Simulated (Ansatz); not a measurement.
Level of theory: Ansatz (a first-principles code) with CAM-B3LYP-D3(BJ)/def2-TZVP. No frequencies were computed at this level.

Ansatz 0.2 input:
```yaml
crystal:
  periodic: [false, false, false]
  atoms:
    - { symbol: Cl, position_ang: [-1.378763, -1.031196, -0.071649] }
    - { symbol: B, position_ang: [0.000292, -0.000193, -0.00229] }
    - { symbol: Cl, position_ang: [-0.20219, 1.711642, -0.010609] }
    - { symbol: Cl, position_ang: [1.580663, -0.680255, 0.084547] }
basis:
  gaussian: { orbitals: def2-tzvp }
hamiltonian:
  xc: cam_b3lyp
  dispersion: d3bj
relax:
  max_steps: 150
```

Output:

```
Functional definition: CAM-B3LYP
958 factors; their error is unknown
221 factors; integrals over basis functions are off by at most 6.2e-6 eV
mean field evaluation 1: about -38248.9650 eV, gradient 1.4e1 eV
mean field evaluation 2: about -38249.2727 eV, gradient 1.1e1 eV
mean field evaluation 4: about -38249.4581 eV, gradient 1.0e0 eV
mean field evaluation 8: about -38249.5466 eV, gradient 2.1e-3 eV
mean field -38249.54660748 eV, -1405.6449113511 hartree, gradient 3.4e-5 eV, S^2 0.000000; 0 other end points of the search recorded, 0 dependent functions left out
reference -38249.54672375 eV, -1405.6449156240 hartree; 28, 28 occupied and 114, 114 virtual orbitals, 958 factors
relax step   1: F+E_penalty+E_count = -38249.65871175 eV  Δ(F+E_penalty+E_count) = +0.000e0 eV  max|allowed force component| = 4.313e-1 eV/Å  Δτ_max = 0.0000 Å  (24 SCF iters, accepted)
these checks for a lower state are left out or cut short: starts, cluster_reference, orbital_swaps, neighbouring_geometries, increment
958 factors; their error is unknown
221 factors; integrals over basis functions are off by at most 5.8e-6 eV
mean field evaluation 16: about -38249.2126 eV, gradient 3.0e-3 eV
mean field -38249.29684327 eV, -1405.6357326857 hartree, gradient 8.9e-6 eV, S^2 0.000000; 0 other end points of the search recorded, 0 dependent functions left out
reference -38249.29695949 eV, -1405.6357369566 hartree; 28, 28 occupied and 114, 114 virtual orbitals, 958 factors
relax step   2: F+E_penalty+E_count = -38249.40874697 eV  Δ(F+E_penalty+E_count) = +2.500e-1 eV  max|allowed force component| = 2.055e0 eV/Å  Δτ_max = 0.1950 Å  (34 SCF iters, rejected (line search))
these checks for a lower state are left out or cut short: starts, cluster_reference, orbital_swaps, neighbouring_geometries, increment
958 factors; their error is unknown
221 factors; integrals over basis functions are off by at most 6.4e-6 eV
mean field -38249.55665045 eV, -1405.6452804234 hartree, gradient 6.8e-6 eV, S^2 0.000000; 0 other end points of the search recorded, 0 dependent functions left out
reference -38249.55676713 eV, -1405.6452847114 hartree; 28, 28 occupied and 114, 114 virtual orbitals, 958 factors
relax step   3: F+E_penalty+E_count = -38249.66841185 eV  Δ(F+E_penalty+E_count) = -9.700e-3 eV  max|allowed force component| = 1.515e-2 eV/Å  Δτ_max = 0.0145 Å  (29 SCF iters, accepted)
these checks for a lower state are left out or cut short: starts, cluster_reference, orbital_swaps, neighbouring_geometries, increment
958 factors; their error is unknown
221 factors; integrals over basis functions are off by at most 6.4e-6 eV
mean field evaluation 32: about -38249.5567 eV, gradient 2.6e-5 eV
mean field -38249.55667295 eV, -1405.6452812503 hartree, gradient 2.6e-5 eV, S^2 0.000000; 0 other end points of the search recorded, 0 dependent functions left out
reference -38249.55678965 eV, -1405.6452855389 hartree; 28, 28 occupied and 114, 114 virtual orbitals, 958 factors
relax step   4: F+E_penalty+E_count = -38249.66842261 eV  Δ(F+E_penalty+E_count) = -1.076e-5 eV  max|allowed force component| = 3.198e-4 eV/Å  Δτ_max = 0.0005 Å  (20 SCF iters, accepted)
958 factors; their error is unknown
221 factors; integrals over basis functions are off by at most 6.4e-6 eV
mean field -38249.55667295 eV, -1405.6452812503 hartree, gradient 2.6e-5 eV, S^2 0.000000; 1 other end points of the search recorded, 0 dependent functions left out
reference -38249.55678965 eV, -1405.6452855389 hartree; 28, 28 occupied and 114, 114 virtual orbitals, 958 factors
Total energy: -38249.66853931 eV, -1405.6493922630 hartree
Atom 0 at    -1.390519    -1.039767    -0.073035 Å, force    -0.000137     0.000070    -0.000009 eV/Å
Atom 1 at    -0.000000     0.000005    -0.000001 Å, force    -0.000145     0.000168    -0.000002 eV/Å
Atom 2 at    -0.203902     1.725788    -0.011473 Å, force    -0.000038    -0.000187    -0.000004 eV/Å
Atom 3 at     1.594423    -0.686028     0.084508 Å, force     0.000320    -0.000052     0.000015 eV/Å
Dipole moment:     0.000008    -0.000007     0.000000 e Å
```

Cost: very roughly 15 core-seconds.
